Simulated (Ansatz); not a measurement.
Input file:

```yaml
crystal:
  periodic: [false, false, false]
  atoms:
    - {symbol: Ge, position_ang: [0.003718, 0.006871, 0.000025]}
    - {symbol: H, position_ang: [1.689623, 0.053358, -0.006475]}
    - {symbol: H, position_ang: [-0.879460, 1.443650, 0.011925]}
    - {symbol: H, position_ang: [-1.078129, -1.992150, -0.007253]}
basis:
  gaussian: {orbitals: aug-cc-pVTZ}
total_charge: -1
magnetization: {spin_polarized: false, initial_magnetization: 2}
correlation: {method: ccsdt_q, electrons: outside_noble_gas}
```

```sh
$ ansatz run in.yaml --threads 2 --pin off --events-out ev --progress --plain --max-ram 16896MiB --backend cuda --devices 0, --max-vram 18GiB
```

Roughly how long does this take on 2 threads of AMD EPYC 7R13 with a shared H100 80 GB, shared host, and how much host memory?

18 s wall and 1.1 GiB.

```
1477 factors; integrals over basis functions are off by at most 2.7e-7 eV
mean field evaluation 1: about -56516.6814 eV, gradient 1.6e1 eV
mean field evaluation 2: about -56516.6892 eV, gradient 1.6e1 eV
mean field evaluation 4: about -56518.5614 eV, gradient 2.0e0 eV
mean field evaluation 8: about -56518.6407 eV, gradient 2.1e-2 eV
mean field evaluation 16: about -56518.5647 eV, gradient 2.0e0 eV
mean field evaluation 32: about -56516.7998 eV, gradient 1.4e0 eV
mean field evaluation 64: about -56516.3582 eV, gradient 6.3e-4 eV
mean field evaluation 96: about -56516.4592 eV, gradient 1.2e-1 eV
mean field -56518.64068323 eV, -2077.0217353983 hartree, gradient 1.2e-6 eV, S^2 2.000000; 5 other end points of the search recorded, 0 dependent functions left out
determinant -56518.64068323 eV, -2077.0217353983 hartree, with singles and doubles -56523.36433669 eV, -2077.1953264608 hartree
determinant -56516.45894818 eV, -2076.9415581139 hartree, with singles and doubles -56520.79268899 eV, -2077.1008201511 hartree
determinant -56516.43816676 eV, -2076.9407944109 hartree, with singles and doubles -56521.17665747 eV, -2077.1149307324 hartree
determinant -56516.35817406 eV, -2076.9378547331 hartree, with singles and doubles -56521.11986758 eV, -2077.1128437425 hartree
14 core orbitals not correlated: weight in the atoms' cores, before any rotation towards them, 1.000 or more for the frozen orbitals, at most 0.000 for the correlated occupied ones
reference -56518.64068323 eV, -2077.0217353983 hartree; 5, 3 occupied and 109, 111 virtual orbitals, 1477 factors
second order -3.69337350 eV of doubles, -0.11655304 eV of singles
cycle   1  -4.33214104 eV  change   -5.2e-1 eV  update   8.0e-2
cycle   2  -4.72325093 eV  change   -3.9e-1 eV  update   4.0e-2
cycle   3  -4.79903587 eV  change   -7.6e-2 eV  update   2.1e-2
cycle   4  -4.78786309 eV  change    1.1e-2 eV  update   1.0e-2
cycle   5  -4.79581557 eV  change   -8.0e-3 eV  update   5.6e-3
cycle   6  -4.79966698 eV  change   -3.9e-3 eV  update   3.2e-3
cycle   7  -4.79718175 eV  change    2.5e-3 eV  update   1.7e-3
cycle   8  -4.79743504 eV  change   -2.5e-4 eV  update   9.8e-4
cycle   9  -4.79865239 eV  change   -1.2e-3 eV  update   4.4e-4
cycle  10  -4.79818114 eV  change    4.7e-4 eV  update   2.2e-4
cycle  11  -4.79826672 eV  change   -8.6e-5 eV  update   1.1e-4
cycle  12  -4.79824185 eV  change    2.5e-5 eV  update   4.6e-5
cycle  13  -4.79828480 eV  change   -4.3e-5 eV  update   2.6e-5
cycle  14  -4.79830940 eV  change   -2.5e-5 eV  update   1.2e-5
cycle  15  -4.79831108 eV  change   -1.7e-6 eV  update   6.3e-6
cycle  16  -4.79830757 eV  change    3.5e-6 eV  update   3.6e-6
cycle  17  -4.79830566 eV  change    1.9e-6 eV  update   2.0e-6
cycle  18  -4.79830498 eV  change    6.8e-7 eV  update   1.2e-6
cycle  19  -4.79830524 eV  change   -2.6e-7 eV  update   6.5e-7
perturbative correction -0.00738065 eV, -0.0002712339 hartree
Total energy: -56523.44636913 eV, -2077.1983410974 hartree
```
